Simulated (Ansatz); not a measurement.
**C3H4N2O: structure from calculated spectroscopic constants**

These gas-phase data were calculated for one isomer of C3H4N2O at PBE-D3(BJ)/def2-SVP (harmonic, unscaled wavenumbers; equilibrium rotational constants with average atomic masses):

* rotational constants: 9.417, 3.706, 2.667 GHz
* all wavenumbers above 1500 cm⁻¹: 3587, 3478, 3212, 3191, 1642, 1543, 1532

Candidates:

(1) `Nc1cnco1`, a singlet
(2) `Cc1ncon1`, a singlet
(3) `Cc1nnco1`, a singlet

Q: Which candidate do the data belong to?

A: Candidate (1). The band at 3587 cm⁻¹ lies where the N–H stretch is expected; (2), (3) have no mode between 3250 and 3800 cm⁻¹.

The same quantities for all candidates:

|  | rotational constants (GHz) | wavenumbers above 1500 cm⁻¹ | E above the lowest, PBE-D3(BJ)/def2-SVP (kcal/mol) |
| --- | --- | --- | --- |
| (1) | 9.417, 3.706, 2.667 | 3587, 3478, 3212, 3191, 1642, 1543, 1532 | 0.0 |
| (2) | 9.427, 3.659, 2.681 | 3194, 3112, 3072, 2991, 1563 | 13.2 |
| (3) | 9.506, 3.706, 2.713 | 3218, 3117, 3065, 2987, 1581, 1512 | 7.7 |

Harmonic stretches to hydrogen usually lie a few per cent above observed fundamentals. Each candidate is one conformer. Programs: Ansatz 0.2.0.
